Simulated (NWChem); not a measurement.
Program: NWChem. System: methyl formate (C₂H₄O₂), charge 0, spin multiplicity 1, at a geometry optimised with PBE0/def2-SVP. Level: BP86/def2-TZVP.

Part of the output:

```
             Northwest Computational Chemistry Package (NWChem) 7.3.0
             --------------------------------------------------------

                                NWChem Input Module
                                -------------------

 Scaling coordinates for geometry "geometry" by  1.889725989
 (inverse scale =  0.529177249)

                             Geometry "geometry" -> ""
                             -------------------------

 Output coordinates in angstroms (scale by  1.889725989 to convert to a.u.)

  No.       Tag          Charge          X              Y              Z
 ---- ---------------- ---------- -------------- -------------- --------------
    1 C                    6.0000    -1.37482200    -0.30310300     0.10307800
    2 O                    8.0000    -0.06160100    -0.82088000     0.25508500
    3 C                    6.0000     0.93049200     0.02302600    -0.01309500
    4 O                    8.0000     0.80039800     1.15969500    -0.36520900
    5 H                    1.0000    -1.55423700     0.00977100    -0.93628200
    6 H                    1.0000    -2.05992700    -1.11315700     0.37780100
    7 H                    1.0000    -1.53137600     0.56656100     0.75826000
    8 H                    1.0000     1.90114300    -0.49323200     0.14131700

 Effective nuclear repulsion energy (a.u.)     122.8375435292

            Nuclear Dipole moment (a.u.)
            ----------------------------
        X                 Y               Z
 ---------------- ---------------- ----------------
    -0.0000018897     0.0000018897     0.0000037795


 Summary of "ao basis" -> "" (spherical)
 ------------------------------------------------------------------------------
       Tag                 Description            Shells   Functions and Types
 ---------------- ------------------------------  ------  ---------------------
 *                         def2-tzvp                  on all atoms

  perdew86 is a nonlocal functional; adding perdew81 local functional.

                                 NWChem DFT Module
                                 -----------------

 Summary of "ao basis" -> "ao basis" (spherical)
 ------------------------------------------------------------------------------
       Tag                 Description            Shells   Functions and Types
 ---------------- ------------------------------  ------  ---------------------
 C                         def2-tzvp                11       31   5s3p2d1f
[...]
   126      0.120903  5 H  s                  8     -0.118576  1 C  pz
   138     -0.118369  7 H  s                 38      0.108088  2 O  py

 Vector   16  Occ=2.000000D+00  E=-2.489290D-01
              MO Center=  7.9D-01,  7.4D-01, -2.3D-01, r^2= 1.5D+00
   Bfn.  Coefficient  Atom+Function         Bfn.  Coefficient  Atom+Function
  ----- ------------  ---------------      ----- ------------  ---------------
    99      0.435028  4 O  px               102      0.351878  4 O  px
   105      0.254296  4 O  px                38      0.148504  2 O  py
   144     -0.143719  8 H  s                145     -0.141904  8 H  s
    41      0.127742  2 O  py                36      0.115174  2 O  s
    44      0.106229  2 O  py               143     -0.084694  8 H  s

 Vector   17  Occ=0.000000D+00  E=-4.403155D-02
              MO Center=  7.9D-01,  1.9D-01, -6.6D-02, r^2= 1.8D+00
   Bfn.  Coefficient  Atom+Function         Bfn.  Coefficient  Atom+Function
  ----- ------------  ---------------      ----- ------------  ---------------
    76      0.430674  3 C  pz                73      0.395527  3 C  pz
    70      0.366829  3 C  pz               107     -0.341615  4 O  pz
   101     -0.289938  4 O  pz               104     -0.230615  4 O  pz
    45     -0.201144  2 O  pz                39     -0.194664  2 O  pz
    42     -0.162054  2 O  pz               127     -0.144283  5 H  s

 Vector   18  Occ=0.000000D+00  E= 3.298960D-02
              MO Center= -1.4D+00, -7.9D-02,  2.5D-02, r^2= 5.3D+00
   Bfn.  Coefficient  Atom+Function         Bfn.  Coefficient  Atom+Function
  ----- ------------  ---------------      ----- ------------  ---------------
     5      3.353555  1 C  s                127     -1.694054  5 H  s
   139     -1.673636  7 H  s                 67     -1.199941  3 C  s
   133     -1.126893  6 H  s                 13      0.572832  1 C  py
    98      0.480677  4 O  s                145      0.321686  8 H  s
    12     -0.289289  1 C  px                 3      0.233283  1 C  s

 Vector   19  Occ=0.000000D+00  E= 4.812130D-02
              MO Center= -4.6D-01, -3.9D-01,  1.2D-01, r^2= 6.2D+00
   Bfn.  Coefficient  Atom+Function         Bfn.  Coefficient  Atom+Function
  ----- ------------  ---------------      ----- ------------  ---------------
     5      1.452658  1 C  s                145     -1.449928  8 H  s
    36     -1.276667  2 O  s                 12      0.883527  1 C  px
    67      0.829476  3 C  s                133     -0.492487  6 H  s
    74      0.451167  3 C  px                75     -0.386488  3 C  py
     4      0.357158  1 C  s                127     -0.322066  5 H  s

------------------------------------------------------------
EAF file 0: "./mol.aoints.0" size=524288 bytes
------------------------------------------------------------
               write      read    awrite     aread      wait
               -----      ----    ------     -----      ----
     calls:        1        11         0         0         0
   data(b): 5.24e+05  5.77e+06  0.00e+00  0.00e+00
   time(s): 0.00e+00  0.00e+00  0.00e+00  0.00e+00  0.00e+00
rate(mb/s): 0.00e+00  0.00e+00
------------------------------------------------------------

 center of mass
 --------------
 x =   0.10122997 y =   0.03212267 z =  -0.01063738

 moments of inertia (a.u.)
 ------------------
         143.297097994388         -76.187891277669          24.900234376355
         -76.187891277669         217.308723110728          37.734451409032
          24.900234376355          37.734451409032         325.404409427249

     Multipole analysis of the density
     ---------------------------------

     L   x y z        total         alpha         beta         nuclear
     -   - - -        -----         -----         ----         -------
     0   0 0 0      0.000000    -16.000000    -16.000000     32.000000

     1   1 0 0     -0.426321     -0.213160     -0.213160     -0.000002
     1   0 1 0     -0.592646     -0.296324     -0.296324      0.000002
     1   0 0 1      0.187148      0.093572      0.093572      0.000004

     2   2 0 0    -14.895125    -68.708399    -68.708399    122.521672
     2   1 1 0     -1.199901    -20.118708    -20.118708     39.037515
     2   1 0 1      0.355964      6.611533      6.611533    -12.867103
     2   0 2 0    -20.534759    -43.313624    -43.313624     66.092489
     2   0 1 1      1.033044     10.019967     10.019967    -19.006891
     2   0 0 2    -17.553402    -14.609380    -14.609380     11.665358

 Task  times  cpu:       29.8s     wall:       29.8s

 Total times  cpu:       29.9s     wall:       29.9s
```

### Question
Write an NWChem input that would produce this output.

### Answer
One answer among several that fit: 
```
start mol
memory heap 200 mb stack 900 mb global 1100 mb
geometry units angstroms nocenter noautoz noautosym
  C     -1.374822    -0.303103     0.103078
  O     -0.061601    -0.820880     0.255085
  C      0.930492     0.023026    -0.013095
  O      0.800398     1.159695    -0.365209
  H     -1.554237     0.009771    -0.936282
  H     -2.059927    -1.113157     0.377801
  H     -1.531376     0.566561     0.758260
  H      1.901143    -0.493232     0.141317
end
basis spherical
  * library def2-tzvp
end
dft
  xc becke88 perdew86
  semidirect memsize 60000000 filesize 0
  iterations 100
end
task dft energy
```
